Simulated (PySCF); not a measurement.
**Which determinant of LiC lies lowest?**

Unrestricted PBE0; Li jorge-DZP-DKH, C jorge-DZP-DKH; spin-free X2C with a Gaussian nucleus (PySCF 2.14). Outer shells of the fragments: Li 2s1; C 2s2 2p2.

Followed along the bond (rough minima from three points):

```tsv
2Ms+1	unpaired	⟨S²⟩ at the start	R at minimum (Å)	Te (eV)
4	σ ↑, π ↑↑	3.75	1.92	0.00
2	σ ↑, π ↑↓	1.76	1.93	0.77
2	σ ↓, π ↑↑	1.76	1.94	0.82
2	π ↑	0.76	none in the scan	≤ 1.51
```

Solutions found at the starting distance of 1.995 Å, counted from the lowest of them; the search is not exhaustive and high or unbound solutions are not listed, so other states can lie among these:

| 2Ms+1 | unpaired | term | E (eV) | ⟨S²⟩ | ⟨Lz²⟩ | μ (D) |
| --- | --- | --- | --- | --- | --- | --- |
| 4 | σ ↑, π ↑↑ | ⁴Σ⁻ | 0.00 | 3.75 | 0.00 | -6.47 |
| 2 | σ ↑, π ↑↓ | mixed | 0.77 | 1.76 | 2.01 | -6.36 |
| 2 | σ ↓, π ↑↑ | mixed | 0.82 | 1.76 | 0.00 | -6.51 |
| 2 | π ↑ | ²Π | 1.56 | 0.76 | 1.00 | -6.02 |
| 2 | σ ↑ | mixed | 1.91 | 0.76 | 2.00 | -5.77 |
| 2 | π ↑ | ²Π | 2.44 | 0.76 | 1.02 | -5.51 |
| 4 | σ ↑↑, π ↑ | ⁴Π | 3.00 | 3.75 | 1.00 | 4.07 |
| 2 | σ ↑↑, π ↓ | mixed | 3.48 | 1.76 | 1.00 | 4.18 |
| 4 | σ ↑, π ↑↑ | mixed | 4.39 | 3.75 | 2.00 | 1.45 |

A term symbol is given only where ⟨S²⟩ and ⟨Lz²⟩ are close to those of a pure state; real π, δ and φ orbitals otherwise mix terms. A positive dipole means Li(−)C(+).
